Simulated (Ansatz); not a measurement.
This script drives Ansatz's Python interface.

The script, `methods_c3h6cln.py`:
```python
from pathlib import Path
import warnings

import ansatz
from ase import Atoms
import numpy as np

warnings.simplefilter('ignore', ansatz.DeckWarning)

atoms = Atoms(['C', 'N', 'C', 'C', 'Cl', 'H', 'H', 'H', 'H', 'H', 'H'], positions=[
    (-1.3959, -0.3362, 0.6498),
    (-0.222, 0.1572, 1.2764),
    (0.8146, 0.2804, 0.5441),
    (1.0878, -0.0047, -0.9109),
    (1.231, 1.5221, -1.768),
    (-2.2591, -0.2436, 1.3671),
    (-1.7035, 0.3611, -0.1912),
    (-1.3168, -1.309, 0.2854),
    (1.7567, 0.664, 1.1145),
    (1.9206, -0.611, -1.0246),
    (0.152, -0.5373, -1.3221),
])
c3h6cln = ansatz.Crystal.molecule_from_ase(atoms)

job = c3h6cln.calculation().basis(gaussian='def2-SVP')

print('functional    E (Ha)        dipole (D)   HOMO (eV)  LUMO (eV)')
for name in ['r2scan', 'hf', 'lc_wpbe', 'blyp']:
    rep = job.functional(name).forces().orbitals().run(threads=1, pin='off', runs_dir='runs').report
    lines = Path(rep['orbitals_path']).read_text().splitlines()
    field_of = lambda key: [line.split('=')[1].strip() for line in lines if line.startswith(key)]
    orbitals = [(27.211386 * float(e), s, float(n)) for e, s, n in zip(field_of('Ene='), field_of('Spin='), field_of('Occup='))]
    homo = max(e for e, _, n in orbitals if n > 0.5)
    lumo = min(e for e, _, n in orbitals if n < 0.5)
    dipole = 4.803205 * np.linalg.norm(rep['charge_distribution']['dipole_moment_e_ang'])
    print(f'{name:10s} {rep["free_energy_ev"] / 27.211386246:14.6f} {dipole:9.3f} {homo:11.3f} {lumo:10.3f}')
```

It is started by `python methods_c3h6cln.py`. Estimate its wall time and peak memory on 1 thread of Arm Neoverse V1, on a shared host.

It took about 18 s, with a peak of 0.26 GiB, for 4 runs of the engine.

```console
$ python methods_c3h6cln.py
functional    E (Ha)        dipole (D)   HOMO (eV)  LUMO (eV)
r2scan        -632.422004     2.094      -5.999     -1.677
hf            -630.717131     2.335     -10.897      3.449
lc_wpbe       -632.322495     2.149      -9.938      1.694
blyp          -632.467206     1.935      -5.466     -1.575
```

What to keep in mind:
- Total energies depend on the basis set; only differences at equal settings carry meaning.
- The geometry is a force-field or estimated start, not a minimum of this method, and the basis set is short of its limit. A lower total doesn't mark the better method: functionals have no common bound, and MP2 and coupled cluster aren't variational.
- Levels such as HOMO and LUMO are orbital energies: with these approximate functionals they aren't the ionisation energy and electron affinity, and their gap isn't the fundamental gap.

(Lines on the test bed's own set-up are left out of the output.)
